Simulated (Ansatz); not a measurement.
Input file:

```yaml
crystal:
  periodic: [false, false, false]
  atoms:
    - {symbol: Cl, position_ang: [0.000000, -0.106874, 0.063950]}
    - {symbol: H, position_ang: [0.000000, 2.977140, -3.275956]}
    - {symbol: H, position_ang: [0.000000, 0.782027, 1.026606]}
basis:
  gaussian: {orbitals: 6-31G}
total_charge: 1
correlation: {method: fci, electrons: outside_noble_gas}
output: {forces: true}
```

```sh
$ ansatz run in.yaml --threads 1 --pin off --events-out ev --progress --plain --max-ram 2393MiB
```

(1) Roughly how long does this take on 1 thread of INTEL XEON PLATINUM 8581C, shared host, and how much host memory?

```
311 factors; integrals over basis functions are off by at most 1.1e-7 eV
mean field evaluation 1: about -12516.1877 eV, gradient 2.6e1 eV
mean field evaluation 2: about -12516.1914 eV, gradient 2.6e1 eV
mean field evaluation 4: about -12517.9115 eV, gradient 1.1e1 eV
mean field evaluation 8: about -12518.3445 eV, gradient 2.8e-1 eV
mean field evaluation 16: about -12518.3719 eV, gradient 2.3e-1 eV
mean field evaluation 32: about -12518.3492 eV, gradient 3.9e-1 eV
mean field -12518.37338221 eV, -460.0417365378 hartree, gradient 2.8e-6 eV, S^2 0.000000; 2 other end points of the search recorded, 0 dependent functions left out; unrestricted orbitals would lower it
unrestricted determinant -12520.03605339 eV, -460.1028385769 hartree, S^2 1.0025
5 core orbitals not correlated: weight in the atoms' cores, before any rotation towards them, 1.000 or more for the frozen orbitals, at most 0.000 for the correlated occupied ones
reference -12518.37338221 eV, -460.0417365378 hartree; 4, 4 occupied and 8, 8 virtual orbitals, 311 factors
state -12521.21187435 eV, -460.1460492001 hartree
the calculation of the forces begins
Total energy: -12521.21187435 eV, -460.1460492001 hartree
Atom 0 at     0.000000    -0.106874     0.063950 Å, force    -0.000000    -0.804997    -0.892281 eV/Å
Atom 1 at     0.000000     2.977140    -3.275956 Å, force     0.000000    -0.009596     0.010512 eV/Å
Atom 2 at     0.000000     0.782027     1.026606 Å, force     0.000000     0.814593     0.881769 eV/Å
Dipole moment:    -0.000000     0.146562     0.492013 e Å
```

Natural occupations: 1.9933 1.9917 1.9693 1.0739 0.9238 0.0293 0.0076 0.0050 0.0034 0.0022 0.0004 0.0000.

Forces (eV/Å):
```
Cl   0.000 -0.805 -0.892
H    0.000 -0.010  0.011
H    0.000  0.815  0.882
```

## Answers

(1) 1 s wall and 0.17 GiB.
